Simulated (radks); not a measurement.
# F³⁺ in [He] 2p4: an all-electron calculation

Aim: the levels, the sizes of the orbitals and the parts of the energy of the fluorine ion F3+.

Method: scalar-relativistic Kohn-Sham, MS2 meta-GGA, spin-polarised, spherical densities, finite nucleus; open shells are filled with parallel spins first. Code: radks (a radial shooting solver on a logarithmic mesh, Libxc functionals) version 1.

## Step 1: The system

* element: fluorine (Z = 9)
* charge: +3
* electrons: 6
* configuration: [He] 2p4
* nuclear rms radius: 2.8976 fm

The outer shells:

F³⁺
```
[He] core
2p [↑↓][↑ ][↑ ]
```

## Step 2: The run

Settings of this run:

```text
Z 9
configuration [He] 2p4 2s0 3p0
relativity scalar-relativistic
functional ms2,regtpss
spin polarised
nucleus finite rms 2.8976 fm
c 137.035999084
```

What does the calculation give?

As calculated:

| quantity | value |
| --- | --- |
| total energy | -94.14438 hartree |
| exchange-correlation share of it | 8.96 % |
| −T/E | 1.0001 |
| highest occupied level | 2p down, -67.118 eV |
| most extended occupied level | 2p down, <r> = 0.859 bohr |
| radius at density 0.001 e/bohr³ | 2.30 bohr |
| maxima of the radial density | 2 |

**Reading.** The radial density shows 2 maxima for 2 occupied principal shells. This is not the tabulated ground configuration, so its levels and sizes aren't those of the ground state, and no measured value stands beside it.
